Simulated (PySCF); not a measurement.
Na2.
InChI=1S/2Na

Computed with PBE0/6-31+G* geometry optimisation, gas phase (PySCF).

Masses are those of the commonest isotopes; rigid-rotor values at the optimised geometry. 

Task: What are the moment of inertia and the rotational constant?

Result: I = 109.257 u·Å², B = 505379 MHz·u·Å²/I = 4626 MHz (0.1543 cm⁻¹, or 0.222 K as hB/k). For two atoms I = μr² with μ = 11.4949 u and r = 3.0830 Å.

Task: List the first levels of a rigid rotor in a Σ state.

Result: E(J) = BJ(J+1): J = 1: 0.309, J = 2: 0.926, J = 3: 1.852, J = 4: 3.086, J = 5: 4.629, J = 6: 6.480 cm⁻¹.

Task: Has it a pure rotational spectrum?

Result: Not by electric dipole: D∞h allows no dipole (computed 0.00 D). Rotational Raman lines (ΔJ = 2) lie at B(4J + 6), spaced by 4B = 0.617 cm⁻¹, with nuclear-spin weights that differ between even and odd J.

Task: Estimate the classical rotational partition function at 100 K, 200 K and 298.15 K.

Result: Point group D∞h, symmetry number σ = 2; q = kT/(σhB), k/h = 20836.6 MHz/K: 225 at 100 K, 450 at 200 K, 672 at 298.15 K.

Not checked by PBE0/6-31+G* frequencies. Constants of a rigid frame at the computed geometry: no zero-point averaging, no centrifugal distortion.
